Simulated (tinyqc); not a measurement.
The basis set: RHF and MP2 along a ladder of basis sets, for BH3, spin multiplicity 1. Computed by the program tinyqc with PySCF. 

Geometry (angstrom):
```
atom        x        y       z
B      0.0000   0.0000  0.0430
H      1.1180   0.0000  0.0000
H     -0.5590   0.9680  0.0000
H     -0.5590  -0.9680  0.0000
```

Same geometry throughout; the dipole is taken about the origin.

RHF and frozen-core MP2 in a ladder of bases:
```
basis        functions  E(RHF) (hartree)  E(MP2 corr) (hartree)  HOMO (eV)  LUMO (eV)  dipole (debye)
sto-3g               8        -26.066581              -0.032537   -13.1501     6.3689          0.1378
3-21g               15        -26.228943              -0.053322   -13.9104     2.1997          0.1303
6-31g               15        -26.368914              -0.052873   -13.8144     2.4358          0.1265
6-31g**             29        -26.384314              -0.093234   -13.8257     2.5129          0.1248
cc-pvdz             29        -26.379945              -0.090982   -13.8293     1.9842          0.1146
aug-cc-pvdz         50        -26.380998              -0.094511   -13.8564     0.9123          0.1095
cc-pvtz             72        -26.392140              -0.113689   -13.9038     1.7010          0.1120
```

From cc-pVDZ to cc-pVTZ the RHF energy falls by 12.2 mhartree and the correlation energy by 22.7. If valence correlation converges as X^-3, (27 E(T) - 8 E(D))/19 gives -0.1232 hartree, a rough estimate from such small X that usually falls short; STO-3G holds about 26 % of it. Beyond STO-3G the LUMO moves by 1.6 eV and the HOMO by 0.1 eV.
